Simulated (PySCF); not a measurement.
Compound: C5H8N (doublet state).
Structure used (PBE0-D3(BJ)/def2-SVP), in Å, numbered top down from 1:
```
atom  x, y, z in Å
C1    -1.099   -1.102    0.499
C2    -0.097    0.035    0.345
C3    -0.651    1.167   -0.531
C4     1.206   -0.469   -0.201
C5     2.387    0.258   -0.095
N6     3.374    0.880    0.010
H7    -2.039   -0.738    0.938
H8    -0.708   -1.899    1.149
H9    -1.338   -1.549   -0.479
H10    0.108    0.465    1.343
H11   -0.887    0.799   -1.542
H12   -1.574    1.573   -0.091
H13    0.074    1.989   -0.628
H14    1.242   -1.409   -0.761
```

The hyperfine couplings belong to this conformer and change with its torsions.

The species is `CC(C)[CH]C#N` [radical].

Computed, not measured: UKS B3LYP, IGLO-III on C N, pcH-1 on H, non-relativistic, mean-field spin-orbit, GIAO (PySCF 2.14.0). One conformer (not necessarily the lowest) at the PBE0-D3(BJ)/def2-SVP geometry, without solvent, vibrations or thermal averaging. No stability test was run, so a lower SCF solution isn't excluded.

Question: Predict the first-order ENDOR lines of N6, H14, H10 and H7 (×6) under fast tumbling at B = 3356.3 mT (W band).

Answer: For S = 1/2 in fast tumbling each set of equivalent nuclei gives two lines, ν± = |νn ± a/2| to first order, with νn = g_N μN B/h and μN/h = 7.62259 MHz/T.

```json
{"nuclei": "N6", "isotope": "14N", "g_N": "0.4038", "νn (MHz)": "10.33", "a_iso (MHz)": "9.09", "lower line (MHz)": "5.78", "upper line (MHz)": "14.87"}
{"nuclei": "H14", "isotope": "1H", "g_N": "5.5857", "νn (MHz)": "142.90", "a_iso (MHz)": "-58.15", "lower line (MHz)": "113.83", "upper line (MHz)": "171.98"}
{"nuclei": "H10", "isotope": "1H", "g_N": "5.5857", "νn (MHz)": "142.90", "a_iso (MHz)": "51.72", "lower line (MHz)": "117.04", "upper line (MHz)": "168.76"}
{"nuclei": "H7 (×6)", "isotope": "1H", "g_N": "5.5857", "νn (MHz)": "142.90", "a_iso (MHz)": "1.49", "lower line (MHz)": "142.16", "upper line (MHz)": "143.65"}
```

Question: Which pairs are centred on the nuclear Larmor frequency, and which on half the coupling?

Answer: Centred on νn, since |a| < 2νn: N6, H14, H10 and H7 (×6). No pair has |a| > 2νn.

Question: At what field would the lower line of H10 fall to zero frequency?

Answer: Where νn = |a|/2, that is B = 25.86 MHz/(5.5857 × 7.62259 MHz/T) = 607 mT, as far as first order holds there.

Class means assume fast exchange of nuclei equivalent by connectivity; if that motion is slow, each nucleus keeps its own coupling. The six 1H nuclei of mean +1.5 MHz run from -3.3 to 16.1 MHz in the frozen geometry.

Largest spin populations (Mulliken): C4 (+0.88), N6 (+0.39), C5 (-0.22) and C2 (-0.06). The positive populations add up to 1.33 and the negative ones to -0.33, together 2S = 1. The angles at C4 add up to 359.9°, so it is planar; its axial dipolar tensor and the negative coupling of its proton fit spin in a p orbital normal to that plane.

The run took 67 s on an x86-64 server with one thread, on a shared host.
